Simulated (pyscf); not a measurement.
`[CH3][Ga]([CH3])[OH]` + `[CH3]` [doublet] -> `[CH3][CH3]` + `[CH3][Ga][OH]` [doublet] (substitution at C; doublet surface; C–Ga broken, C–C formed). Optimised with ωB97X-D3(BJ)/def2-SVP in PySCF. Rate constants from transition-state theory, ωB97M-D3(BJ)/def2-TZVP energies (ideal gas, 1 atm, RRHO with modes under 100 cm⁻¹ raised to 100, one conformer, R ln 2 for chiral ones without a mode under 150 cm⁻¹; no tunnelling), k in cm³ molecule⁻¹ s⁻¹.

| T (K) | 1000/T | log10 k |
|---|---|---|
| 298 | 3.354 | -38.23 |
| 600 | 1.667 | ? |
| 900 | 1.111 | -20.87 |
| 1200 | 0.833 | -18.55 |

**Question.** Fit an Arrhenius line to the three values, give the activation energy, and predict k at 600 K.

**Answer.** Least squares gives log10 k = -12.14 − 7.78 × 1000/T, so Ea = 7.78 × ln 10 × 1.987 = 35.6 kcal/mol, against an electronic barrier of 31.5. At 600 K the line gives -25.11; the computed value is -25.30 (ΔG‡ = 53.0 kcal/mol), a factor 1.6 under the line, since the plot is curved. One saddle was located; it need not be the lowest between these sides. The angle at the attacked C is 169°. Elements up to Kr have no core potential and no relativistic terms here.
